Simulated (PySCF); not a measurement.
COS, SMILES O=C=S. Coordinates come from a B3LYP-D3(BJ)/def2-TZVP optimisation.

Method: B3LYP-D3(BJ)/def2-TZVP in PySCF.

Harmonic wavenumbers (cm⁻¹): 530, 530, 880, 2115. Rotational constants (GHz): 6.091 (linear); symmetry number 1.

### Question
Work out the zero-point energy and the ideal-gas rigid-rotor harmonic-oscillator thermochemistry at 298.15 K and 1 atm.

### Answer
ZPE = ½ Σ hcν = ½ × 4056 cm⁻¹ = 24.26 kJ/mol. H − E(el) = 34.15 kJ/mol. Entropy in J/(mol K): translation 159.82, rotation 65.91, vibration 5.54, total 231.28. G − E(el) = -34.80 kJ/mol. Cp = 41.24 J/(mol K).
